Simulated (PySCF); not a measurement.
## C₂H₇B: full NMR table

| Quantity | Value |
| --- | --- |
| Formula | C2H7B |
| SMILES | BCC |
| Carbon signals | 2 |
| Proton signals | 3 |

Atoms are numbered as in `[BH2:1][CH2:2][CH3:3]`. Hydrogens are named by the atom that carries them.

Level of theory: PBE0/pcSseg-1 with gauge-including orbitals, J couplings at B3LYP/pcJ-1 (spin–dipole term only in couplings to heteroatoms), structure optimised with PBE0-D3(BJ)/def2-SVP, in PySCF 2.14 (one conformer, fast rotation and ring inversion assumed for equivalent nuclei, relativity neglected, gas phase).

δ = σ(ref) − σ, references computed at the same level: ¹H (σref 31.27) and ¹³C (σref 184.41) against TMS; ¹¹B (σref 100.73) against BF3·OEt2.

| carbon | δC, type | δH (multiplicity, J in Hz) | HMBC from (abs. J ≥ 3 Hz) | span of the C tensor (ppm) |
| --- | --- | --- | --- | --- |
| C2 | 28.7, CH2 | 1.70 (qt, 8.3, 1.3) | H(B1), H(C3) | 63 |
| C3 | 13.4, CH3 | 1.24 (t, 8.3) | H(B1) | 27 |

Other nuclei:
```tsv
atoms	nucleus	environment	δ (ppm)	σ (ppm)
H(B1)	¹H	hydrogen on a boron bonded to C	7.78	23.49
B1	¹¹B	boron bonded to C, 2 H	92.9	7.9
```

Selected couplings (Hz, signed; the shortest-range and largest first, 30 at most; isotopes ¹¹B, ¹H, ¹³C): ¹J(B1,H(B1)) 133.6, ¹J(C3,H(C3)) 132.1, ¹J(C2,H(C2)) 116.1, ¹J(B1,C2) 51.1, ¹J(C2,C3) 38.4, ²J(B1,H(C2)) -4.8, ²J(B1,C3) -1.3, ³J(H(C2),H(C3)) 8.3, ³J(B1,H(C3)) 6.1, ³J(H(B1),H(C2)) 1.3.

1. δC 28.7: sp3 CH2 bonded to B.
2. δC 13.4: methyl carbon; a saturated carbon with 1 carbon neighbour and no heteroatom attached.
3. δH 7.78: hydrogen on a boron bonded to C.
4. δH 1.70: hydrogen on an sp3 CH2 bonded to B.
5. δH 1.24: hydrogen on a methyl carbon.
6. The protons at 1.70 and 1.24 share a coupling of 8.3 Hz (vicinal).

Hydrogens on boron are broadened and split by ¹¹B (spin 3/2, 80 %) and 10B (spin 3). A carbon bonded to boron is broadened by the quadrupolar boron nucleus and is often missing from a measured spectrum. Multiplet labels drop couplings under 1 Hz and merge nearly equal ones. Unscaled 3J(H,H) at this level run about 10 % above measured values. Shifts are as computed. Against solution values, carbons near 30 ppm lie about +2 ppm off and those near 130 ppm about +5 ppm. Of 1211 compounds with measured shifts, 218 miss one by over three times the rms of a fit or turn the order of signals round; such compounds aren't used in these exercises. Vicinal couplings across rotatable single bonds and in flexible rings belong to the one computed conformer; a conformer average would change them.
